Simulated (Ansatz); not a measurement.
A made-up structure of CH5OSi (charge -1), closed shell:

```csv
atom,x (Å),y (Å),z (Å)
C1,-0.5608,0.7863,-0.4877
Si2,0.9481,-0.4000,-0.1796
O3,0.1744,-1.5651,0.8818
H4,-1.2566,0.3651,-1.2222
H5,-0.2012,1.7453,-0.8841
H6,-1.1202,0.9868,0.4364
H7,1.5989,0.5133,0.8956
H8,1.9849,-0.4428,-1.1489
```

It is relaxed with PBE-D4/def2-SVPD and then PBE0-D4/def2-TZVPD (Ansatz 0.2.0). Atoms count as bonded within 1.22 times the sum of their covalent radii (H–H: 0.88 Å). The end point is not checked to be a true minimum.

Problem. Does its bonding change? (A judgement: the text doesn't fix the answer.)

Solution. Computed: No: no bond forms or breaks.

Where it ends: The first stage lowers the energy by 1.19 eV in 8 steps. It ends as CH₅OSi ([CH3][SiH2][O]), total charge -1:
```tsv
atom	x (Å)	y (Å)	z (Å)
C1	-0.5509	0.8150	-0.4908
Si2	0.8394	-0.3623	0.0844
O3	0.3860	-1.7117	0.7312
H4	-1.1812	0.3277	-1.2428
H5	-0.1362	1.7316	-0.9289
H6	-1.1913	1.0948	0.3528
H7	1.6945	0.5613	0.9615
H8	1.7072	-0.4677	-1.1763
```

Labels in which every atom is bracketed show which atoms are joined, not bond orders.

For scale, one of the runs: PBE0-D4/def2-TZVPD relaxation, 165 basis functions, launched by `ansatz run in.yaml --threads 2 --pin off --events-out ev --progress --plain --max-ram 4352MiB`. The run took about 14 s on 2 CPU threads of an Arm Neoverse V2 (shared host).
